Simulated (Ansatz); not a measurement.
A nudged elastic band was laid between two geometries of H2O + H6Si2 (11 atoms, charge 0, multiplicity 1).

Theory: RKS PBE/def2-mTZVP (Ansatz 0.2.0).

| Property | Result |
| --- | --- |
| movable images | 7 |
| climbing image | yes |
| spring | 5.0 eV/Å² |
| optimiser | quadratic models (default) |
| start path | through a guess of the saddle point |
| force threshold | 0.03 eV/Å |
| iteration limit | 60 |
| end points | relaxed |

Image 0:

```xyz
11
Properties=species:S:1:pos:R:3
Si -0.175 0.395 -0.221
H -0.233 0.591 1.263
H 1.257 0.411 -0.660
H -0.861 1.570 -0.857
Si -1.242 -1.604 -0.863
H -2.023 -2.199 0.270
H -2.212 -1.352 -1.983
H -0.264 -2.629 -1.354
O 1.005 -2.155 1.335
H 1.224 -3.049 1.013
H 0.558 -2.314 2.188
```

Image 8:

```xyz
11
Properties=species:S:1:pos:R:3
Si -0.175 -0.780 -0.109
H 1.735 0.946 2.995
H 0.917 -0.023 -0.795
H -1.081 0.209 0.572
Si -1.447 -2.011 -1.670
H -2.491 -2.830 -0.967
H -2.149 -1.075 -2.610
H -0.589 -2.940 -2.474
O 0.625 -1.755 1.008
H 0.059 -2.358 1.521
H 1.629 0.281 2.660
```

(1) Which bonds break or form, and what moves?

(2) Give the energies along the band, and the barrier.

(3) What is the geometry of the highest image?

The band took 27 iterations and about 3 core-minutes.

Results:

(1) Bonds broken: Si1–H2, O9–H11. Bonds formed: Si1–O9, H2–H11. H2O + H6Si2 becomes H2 + H6OSi2.

(2) The run converged. The highest image is number 3 of 0 to 8, 1.72 eV above the first end and 2.12 eV above the last; the last end lies 0.40 eV below the first. Neighbouring images differ by up to 1.5 eV, so the band resolves the path poorly. A vibrational analysis at the climbing image gives one clearly imaginary mode, 1275i cm⁻¹: a first-order saddle point. The orbitals stay closed-shell, which can raise the energy where a bond breaks towards radicals; this wasn't checked here.

```csv
image,path coordinate (Å),energy (eV),Si1–H2 (Å),O9–H11 (Å),Si1–O9 (Å)
0,0.00,0.00,1.50,0.98,3.21
1,1.38,0.02,1.50,0.98,3.33
2,2.77,0.27,1.51,0.98,2.98
3,4.15,1.72,1.79,1.17,1.95
4,4.95,0.26,2.34,1.80,1.72
5,5.75,-0.28,2.95,2.20,1.69
6,6.55,-0.39,3.61,2.56,1.69
7,7.36,-0.40,4.05,2.64,1.68
8,8.15,-0.40,4.03,2.81,1.68
```

(3) 
```xyz
11
Properties=species:S:1:pos:R:3:forces:R:3
Si 0.005 -0.295 0.081 0.02 -0.01 0.00
H 0.806 0.424 1.506 0.00 0.00 0.00
H 1.070 0.237 -0.821 0.00 0.00 0.00
H -1.077 0.718 0.342 0.00 0.00 0.01
Si -1.167 -1.938 -1.191 0.00 0.00 0.00
H -2.137 -2.713 -0.339 0.00 0.00 0.00
H -1.973 -1.257 -2.260 0.00 0.00 0.00
H -0.271 -2.943 -1.855 0.00 0.00 0.00
O 0.756 -1.680 1.223 -0.01 0.02 0.01
H 0.080 -2.226 1.680 0.00 -0.01 0.00
H 0.941 -0.661 1.764 0.00 -0.01 -0.01
```

Run time: 95 s on 2 threads of AMD EPYC 9R45 96-Core Processor (Zen 5), with other jobs on the host, peak memory 0.15 GiB.
